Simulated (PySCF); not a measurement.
**From a log to its input**

A PySCF 2.14 run on the atoms S 0 0 0; S 0 0 1.773 (angstrom) printed this (some set-up lines and the per-cycle HOMO/LUMO lines with their warnings removed):

```
PySCF version 2.14.0


nuclear repulsion = 76.4068618136041
number of shells = 16
number of NR pGTOs = 100
number of NR cGTOs = 54
basis = cc-pcvdz
ecp = {}

******** <class 'pyscf.scf.uhf.UHF'> ********
method = UHF
initial guess = minao
damping factor = 0
level_shift factor = 0
DIIS = <class 'pyscf.scf.diis.CDIIS'>
SCF conv_tol = 1e-09
SCF max_cycles = 50
number electrons alpha = 17  beta = 15
init E= -795.366384565389

cycle= 1 E= -795.0289897233  delta_E= 0.337  |g|= 0.175  |ddm|= 1.27
cycle= 2 E= -795.048672753603  delta_E= -0.0197  |g|= 0.0748  |ddm|= 0.201
cycle= 3 E= -795.051414362987  delta_E= -0.00274  |g|= 0.0241  |ddm|= 0.0556
cycle= 4 E= -795.052149802611  delta_E= -0.000735  |g|= 0.00523  |ddm|= 0.0401
cycle= 5 E= -795.05218502428  delta_E= -3.52e-05  |g|= 0.00132  |ddm|= 0.00982
cycle= 6 E= -795.052187789876  delta_E= -2.77e-06  |g|= 0.00032  |ddm|= 0.0028
cycle= 7 E= -795.052187972237  delta_E= -1.82e-07  |g|= 7.36e-05  |ddm|= 0.000767
cycle= 8 E= -795.052187980545  delta_E= -8.31e-09  |g|= 1.53e-05  |ddm|= 0.000151
cycle= 9 E= -795.052187980838  delta_E= -2.93e-10  |g|= 3.76e-06  |ddm|= 2.66e-05
Extra cycle  E= -795.052187980853  delta_E= -1.5e-11  |g|= 1.48e-06  |ddm|= 4.73e-06
converged SCF energy = -795.052187980853  <S^2> = 2.0316389  2S+1 = 3.021019
uhf_internal: lowest eigs of H = [0.1360149 0.1360197 0.3228887]
<class 'pyscf.scf.uhf.UHF'> wavefunction is stable in the internal stability analysis
uhf_real2complex: lowest eigs of H = [0.08708996 0.20059593 0.20316082]
<class 'pyscf.scf.uhf.UHF'> wavefunction is stable in the real -> complex stability analysis
uhf_external: lowest eigs of H = [4.10550885e-07 2.65184494e-02 2.65428074e-02]
<class 'pyscf.scf.uhf.UHF'> wavefunction is stable in the UHF/UKS -> GHF/GKS stability analysis
Dipole moment(X, Y, Z, Debye):  0.00000, -0.00000, -0.00000
orbital energies (hartree): [array([-0.5443, -0.3597, -0.3597,  0.1904,  0.4339,  0.5462]), array([-0.4981, -0.4347, -0.4347,  0.0314,  0.0314,  0.224 ])]
```

Write the input that gave this log.

The input was:

```python
from pyscf import gto, scf

mol = gto.M(
    atom='S 0 0 0; S 0 0 1.773',
    basis='cc-pcvdz',
    charge=0,
    spin=2,
    verbose=4,
)
mf = scf.UHF(mol)
mf.kernel()
mf.stability(internal=True, external=True)
mf.dip_moment()
print('orbital energies (hartree):', [e[max(0, n-3):n+3].round(4) for e, n in zip(mf.mo_energy, mol.nelec)])
```

The bond length is a typed value, not an optimised one. No search for the lowest solution was made.
